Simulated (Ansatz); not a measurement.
Relaxation of H5N2Si (8 atoms, charge 0, multiplicity 2), to a largest force component of 0.015 eV/Å in at most 40 steps.

All numbers below come from Ansatz, UKS B3LYP-D4/def2-SVP.

```xyz
8
Properties=species:S:1:pos:R:3
N -0.791 0.465 -0.910
Si 0.665 0.557 -0.163
N 0.465 -0.992 0.469
H -1.327 -0.120 -0.366
H -1.292 1.407 -0.835
H 0.513 1.496 0.972
H 0.523 -1.663 -0.278
H 1.338 -1.207 1.056
```

Question: Where does it end, and by what steps?

Answer: It converged. After 10 steps the energy has fallen by 1.246 eV; H5 moved furthest, 0.56 Å.

| step | energy less start (eV) | largest force component (eV/Å) | accepted |
| --- | --- | --- | --- |
| 0 | 0.0000 | 4.748 | yes |
| 1 | -0.9729 | 1.483 | yes |
| 2 | -1.1429 | 0.528 | yes |
| 3 | -1.1900 | 0.370 | yes |
| 4 | -1.2204 | 0.791 | yes |
| 5 | -1.2124 | 0.437 | no |
| 6 | -1.2186 | 0.708 | no |
| 7 | -1.2441 | 0.078 | yes |
| 8 | -1.2461 | 0.050 | yes |
| 9 | -1.2459 | 0.069 | no |
| 10 | -1.2463 | 0.012 | yes |

```xyz
8
Properties=species:S:1:pos:R:3
N -1.034 0.638 -0.770
Si 0.543 0.593 -0.057
N 0.783 -1.060 0.435
H -1.816 0.106 -0.395
H -1.328 1.379 -1.396
H 0.745 1.371 1.225
H 0.730 -1.807 -0.252
H 1.468 -1.276 1.153
```

The run took 91 s on 1 CPU thread of a shared host.
